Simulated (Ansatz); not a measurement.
A nudged elastic band was laid between two geometries of BH₆NSi (9 atoms, charge 0, multiplicity 1).

Computed with RKS r2SCAN-D4/def2-SVP in Ansatz 0.2.0.

```
movable images  : 1
climbing image  : no
spring          : 5.0 eV/Å²
optimiser       : quadratic models (default)
start path      : IDPP
force threshold : 0.05 eV/Å
iteration limit : 60
end points      : relaxed
```

First end point:

```xyz
9
Properties=species:S:1:pos:R:3
B -1.025 0.735 -1.043
Si 0.597 0.201 0.006
N 0.331 -1.268 0.899
H -2.139 0.365 -0.750
H -0.934 1.520 -1.959
H 0.894 1.445 0.824
H 1.817 -0.001 -0.838
H 1.092 -1.672 1.438
H -0.544 -1.370 1.407
```

Last end point:

```xyz
9
Properties=species:S:1:pos:R:3
B -1.007 0.692 -1.089
Si 0.598 0.200 0.005
N 0.176 -0.851 1.325
H -2.005 0.009 -1.112
H -0.986 1.655 -1.820
H 1.318 1.379 0.583
H 1.554 -0.365 -1.031
H 0.894 -1.140 1.984
H -0.453 -1.627 1.137
```

Question: What changes between the two ends?

Answer: No bond is made or broken. The dihedral H6–Si2–N3–H9 goes from 73 to 170°. The two ends are copies of one structure, up to a mirror image or an exchange of like atoms.

Question: Give the energies along the band, and the barrier.

Answer: It converged. The highest image is number 1 of 0 to 2, 0.7 kcal/mol above the ends, which have the same energy within 2 meV. No image climbed, so the highest image needn't sit at the top of the path. So few images can step over the top or miss a turn of the path.

```tsv
image	path coordinate (Å)	energy (kcal/mol)	dihedral H6–Si2–N3–H9 (°)
0	0.00	0.0	73
1	0.67	0.7	122
2	1.33	0.0	170
```

Question: What is the geometry of the highest image?

Answer: 
```xyz
9
Properties=species:S:1:pos:R:3:forces:R:3
B -1.026 0.696 -1.036 0.00 0.01 0.00
Si 0.621 0.210 -0.001 -0.01 -0.01 0.01
N 0.314 -1.059 1.132 0.02 0.03 -0.02
H -2.101 0.162 -0.886 0.00 0.00 0.00
H -0.962 1.573 -1.866 0.00 0.00 0.00
H 1.138 1.464 0.657 0.00 0.00 0.00
H 1.696 -0.144 -0.998 0.00 0.00 0.00
H 1.006 -1.462 1.752 -0.01 -0.01 0.01
H -0.598 -1.485 1.229 0.00 -0.01 0.00
```

Run time: 13 s on 1 thread of Intel(R) Xeon(R) 6975P-C (Granite Rapids), with other jobs on the host, peak memory 0.17 GiB.
